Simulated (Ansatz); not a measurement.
C$_{8}$H$_{18}$ (`CCCC(C)(C)CC`) at its PBE0-D4/def2-TZVP geometry, where that method's forces vanish. The species carries charge 0 and has multiplicity 1.

```json
{"atom": "C1", "x (Å)": "1.678", "y (Å)": "-1.766", "z (Å)": "-1.225"}
{"atom": "C2", "x (Å)": "1.602", "y (Å)": "-0.257", "z (Å)": "-1.048"}
{"atom": "C3", "x (Å)": "1.083", "y (Å)": "0.258", "z (Å)": "0.293"}
{"atom": "C4", "x (Å)": "-0.397", "y (Å)": "0.056", "z (Å)": "0.667"}
{"atom": "C5", "x (Å)": "-0.690", "y (Å)": "-1.390", "z (Å)": "1.068"}
{"atom": "C6", "x (Å)": "-0.682", "y (Å)": "0.931", "z (Å)": "1.888"}
{"atom": "C7", "x (Å)": "-1.335", "y (Å)": "0.433", "z (Å)": "-0.488"}
{"atom": "C8", "x (Å)": "-1.236", "y (Å)": "1.863", "z (Å)": "-0.993"}
{"atom": "H9", "x (Å)": "2.259", "y (Å)": "-2.019", "z (Å)": "-2.115"}
{"atom": "H10", "x (Å)": "2.161", "y (Å)": "-2.242", "z (Å)": "-0.367"}
{"atom": "H11", "x (Å)": "0.694", "y (Å)": "-2.222", "z (Å)": "-1.344"}
{"atom": "H12", "x (Å)": "2.611", "y (Å)": "0.151", "z (Å)": "-1.171"}
{"atom": "H13", "x (Å)": "1.015", "y (Å)": "0.175", "z (Å)": "-1.865"}
{"atom": "H14", "x (Å)": "1.285", "y (Å)": "1.335", "z (Å)": "0.322"}
{"atom": "H15", "x (Å)": "1.694", "y (Å)": "-0.173", "z (Å)": "1.097"}
{"atom": "H16", "x (Å)": "0.002", "y (Å)": "-1.730", "z (Å)": "1.843"}
{"atom": "H17", "x (Å)": "-0.615", "y (Å)": "-2.079", "z (Å)": "0.226"}
{"atom": "H18", "x (Å)": "-1.705", "y (Å)": "-1.472", "z (Å)": "1.469"}
{"atom": "H19", "x (Å)": "-0.055", "y (Å)": "0.627", "z (Å)": "2.731"}
{"atom": "H20", "x (Å)": "-1.727", "y (Å)": "0.840", "z (Å)": "2.199"}
{"atom": "H21", "x (Å)": "-0.477", "y (Å)": "1.986", "z (Å)": "1.691"}
{"atom": "H22", "x (Å)": "-2.364", "y (Å)": "0.240", "z (Å)": "-0.162"}
{"atom": "H23", "x (Å)": "-1.157", "y (Å)": "-0.257", "z (Å)": "-1.321"}
{"atom": "H24", "x (Å)": "-1.497", "y (Å)": "2.587", "z (Å)": "-0.218"}
{"atom": "H25", "x (Å)": "-0.229", "y (Å)": "2.104", "z (Å)": "-1.345"}
{"atom": "H26", "x (Å)": "-1.920", "y (Å)": "2.023", "z (Å)": "-1.830"}
```

**Question.** For each bond, give half the difference of the two atoms' forces along it (eV/Å; positive pushes the atoms apart) under PBE-D4, r2SCAN-D4, B3LYP-D4, ωB97M-V in def2-TZVPP. (Estimate.)

**Answer.** The calculation gave: 
```
  bond  length (Å)  PBE-D4  r2SCAN-D4  B3LYP-D4  ωB97M-V
 C1–C2       1.521    0.00       0.11      0.19     0.18
 C1–H9       1.093    0.10      -0.04     -0.07    -0.08
C1–H10       1.094    0.11      -0.03     -0.06    -0.07
C2–H12       1.096    0.11      -0.04     -0.10    -0.11
 C3–C4       1.541    0.02       0.05      0.08     0.02
 C4–C6       1.529    0.02       0.08      0.14     0.10
 C4–C7       1.535    0.03       0.05      0.08     0.02
C5–H16       1.094    0.10      -0.03     -0.08    -0.06
C5–H17       1.090    0.11      -0.04     -0.09    -0.08
C6–H19       1.094    0.10      -0.03     -0.08    -0.06
C6–H21       1.092    0.10      -0.04     -0.09    -0.07
 C7–C8       1.520   -0.01       0.10      0.19     0.18
C7–H22       1.096    0.11      -0.04     -0.11    -0.09
C8–H26       1.093    0.09      -0.04     -0.08    -0.07
```

B3LYP here is the variant with VWN-RPA as its local correlation; programs differ in this.

Computed with Ansatz.
